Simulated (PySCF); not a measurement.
Compound: 3-methylisoxazole, C4H5NO.
SMILES with atom numbers: `[CH3:1][c:2]1[cH:3][cH:4][o:5][n:6]1` (hydrogens: H7, H8, H9 on C1; H10 on C3; H11 on C4)

Geometry (PBE0-D3(BJ)/def2-SVP, Å), atoms numbered from 1 in this order:
```
atom  x, y, z in Å
C1    -1.7083    0.0079    0.2815
C2    -0.2438   -0.2082    0.1305
C3     0.7931    0.7660    0.0024
C4     1.9159    0.0075   -0.1053
O5     1.5996   -1.2851   -0.0485
N6     0.2516   -1.4214    0.0991
H7    -1.9267    0.6173    1.1713
H8    -2.1198    0.5353   -0.5924
H9    -2.2180   -0.9589    0.3811
H10    0.7058    1.8490   -0.0072
H11    2.9728    0.2392   -0.2228
```

Linear response at CAM-B3LYP/def2-SVPD (PySCF, frozen core in the response, non-relativistic). Geometry: PBE0-D3(BJ)/def2-SVP; no solvent, vibrations or thermal averaging.

Static isotropic polarisability: 54.52 au (8.08 Å³), principal values 38.7, 56.1, 68.8 au.

**Question.** What is the polarisability at 1064 nm and at the sodium D line?

**Answer.** 54.96 au at 1064 nm (+0.8 %), 56.02 au at 589.3 nm (+2.7 %). The rise at 589.3 nm is 3.38 times that at 1064 nm; a pure ω² law gives 3.26. The lowest singlet lies at 185 nm, shorter than both wavelengths.

**Question.** What is the isotropic C6 coefficient between two such molecules, C6 = (3/π)∫α(iω)² dω?

**Answer.** 1288 au (Eh·bohr⁶) by a ten-point quadrature over imaginary frequencies, which is 770 eV·Å⁶ or 74.3 J·nm⁶/mol.

**Question.** Which effective excitation energy ω̄ makes London's formula C6 = (3/4)α²ω̄ exact here?

**Answer.** ω̄ = 4·C6/(3α²) = 0.578 Eh = 15.7 eV. A one-pole form α(ω) = α/(1 − ω²/ω̄²) fitted to the 1064 nm value gives 13.0 eV. London's choice of the ionisation energy (10.00 eV, ΔSCF at the same level) gives C6 = 820 au, 36 % too low.

**Question.** What does −C6/R⁶ come to at R = 10 Å between centres?

**Answer.** -74 J/mol. This is the leading, orientation-averaged term; C8 and higher terms are left out.

**Question.** What n − 1 at the D line would an ideal gas of it have at 273.15 K and 1 atm (2.6868 × 10¹⁹ cm⁻³), by n − 1 = 2π·N·α′?

**Answer.** 14.01 × 10⁻⁴, a formal value whether or not that pressure can be reached.

**Question.** The lowest 6 singlets have (eV, f): 6.68, 0.005; 6.72, 0.126; 7.09, 0.035; 7.51, 0.027; 8.10, 0.000; 8.21, 0.000. What share of the static polarisability do they carry in the sum over states α = Σ f/ω²?

**Answer.** 3.02 au, 5.5 % of α; the largest term, 2.06 au, is that of the state at 6.72 eV. Their oscillator strengths add up to 0.19. Higher states carry the rest.
